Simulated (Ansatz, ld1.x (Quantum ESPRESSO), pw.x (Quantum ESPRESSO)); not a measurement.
H (Z = 1): does the TM potential hold in the solid?

* Element: hydrogen (H)
* Generator: ld1.x (Quantum ESPRESSO) 7.5
* Type: norm-conserving Troullier–Martins (Kleinman–Bylander form)
* Functional: PBEsol
* Relativity: scalar-relativistic
* Frozen core: none
* Valence charge: 1
* Reference configuration: 1s1
* Partial waves: 2p channel at 0.4 Ry: rc 1.20 bohr; 1s (bound): rc 1.55 bohr
* Local potential: the s channel
* Core correction: none

Atomic tests: cutoffs needed: 15 Ry and 25 Ry (the cutoffs (Ry, on a coarse ladder) from which the occupation-weighted sum of valence levels, in a spherical-Bessel basis at the reference potential, stays within 10 and 1 mRy of its value at 400 Ry); ghost test: no extra level below or beside the all-electron valence levels (p, s, d, f tested) (spherical-Bessel basis up to 400 Ry, 20 bohr box).

Crystal test: bcc H in pw.x 7.5, no spin, 18³ k-points, Fermi–Dirac smearing 0.01 Ry, cutoffs 35/140 Ry. The reference is all-electron LAPW (Ansatz 0.2.0) with the same functional, mesh and smearing; V0 and B0 come from Birch–Murnaghan fits to the pressures at five volumes. Errors are pseudo minus all-electron; Δ is the rms difference of the E(V) curves that follow from these fits, minima aligned, over ±6 % about the mean V0. Mesh and smearing are coarse, so the numbers serve the comparison and aren't converged zero-temperature values; the lattice is a test structure that the element need not adopt.

```
V (Å³/atom)  P all-electron (GPa)  P pseudo (GPa)
      2.828                  3.50            5.87
      2.903                  0.38            2.57
      2.977                 -2.42           -0.39
      3.051                 -4.93           -3.04
      3.126                 -7.19           -5.43
```

All-electron: a0 = 1.799 Å (V0 = 2.91 Å³/atom), B0 = 114.0 GPa.

Pseudopotential: mean pressure error (GPa): +2.05; a0 (Å): 1.810; a0 error (%): +0.62; B0 error (%): -0.6; Δ (meV/atom): 1.4. The largest radius (1.55 bohr) exceeds half the bond length (1.48 bohr), so the spheres overlap, which is one possible source of error among others. This is a poor potential for the solid.

**Question.** At the middle volume, how do free energy and pressure move when the wave cutoff is lowered (ecutrho kept at four times it)?

**Answer.**

```tsv
cutoff (Ry)	shift of F (meV/atom)	shift of P (GPa)
16	+100.4	-12.80
21	+28.5	-5.67
28	+2.5	-0.86
```

The run at the middle volume (195 k-points, 3 iterations) took about 0.5 s on one core of a shared host (Neoverse-V2, 96 threads, 742 GiB, load 35).
